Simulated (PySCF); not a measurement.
Molecule: SMILES O=S(C)C, C2H6OS.

Atom-mapped SMILES (the numbers label the heavy atoms): `[CH3:1][S:2]([CH3:3])=[O:4]` (H(Xn): hydrogen on atom n).

Geometry PBE0-D3(BJ)/def2-SVP throughout; GIAO in PySCF 2.14.0 with density-fitted response routines, gas phase, one conformer, non-relativistic; equivalent atoms averaged; basis pcSseg-2.

Problem. How do the absolute shieldings σ depend on the functional? (ppm; last column core-seconds on shared hosts with different chips, so compare them loosely; the GGAs took longer than the global hybrids here, which isn't the general rule, and the cause wasn't traced)

Solution. 
```tsv
functional	kind	C1/C3	S2	O4	H(C1)/H(C3)	core-s
HF	Hartree–Fock	151.5	247.5	310.6	29.53	7.6
LDA	LDA	130.7	122.6	241.5	28.54	18
PBE	GGA	132.2	152.0	244.5	29.00	22
BLYP	GGA	126.7	123.3	234.5	29.19	22
BP86	GGA	132.1	146.0	246.3	29.04	22
OPBE	GGA	140.7	200.2	262.1	29.03	23
KT2	GGA	136.6	198.3	244.3	29.03	23
KT3	GGA	136.9	203.2	247.6	29.22	23
B97-D	GGA	132.9	154.2	247.9	29.19	22
B3LYP	global hybrid	132.4	146.5	253.9	29.20	15
PBE0	global hybrid	138.8	180.1	267.7	29.07	15
mPW1PW91	global hybrid	138.4	175.0	268.2	29.12	15
WP04	global hybrid	127.1	124.0	252.5	29.45	22
B97-2	global hybrid	138.8	182.8	267.7	29.19	20
BHandHLYP	global hybrid	139.7	182.4	277.4	29.28	20
CAM-B3LYP	range-separated hybrid	135.7	156.6	267.1	29.14	28
wB97X-D	range-separated hybrid	138.8	176.0	274.6	29.18	41
LC-wPBE	range-separated hybrid	143.2	189.6	291.1	29.14	37
```

Problem. Which nucleus moves most, in ppm?

Solution. S2 (sulfoxide sulfur): from 122.6 ppm with LDA to 247.5 ppm with HF. The smallest spread is 0.99 ppm, at H(C1)/H(C3). Proton shifts span only some 12 ppm, so a few tenths of a ppm matter as much there as several ppm in carbon.
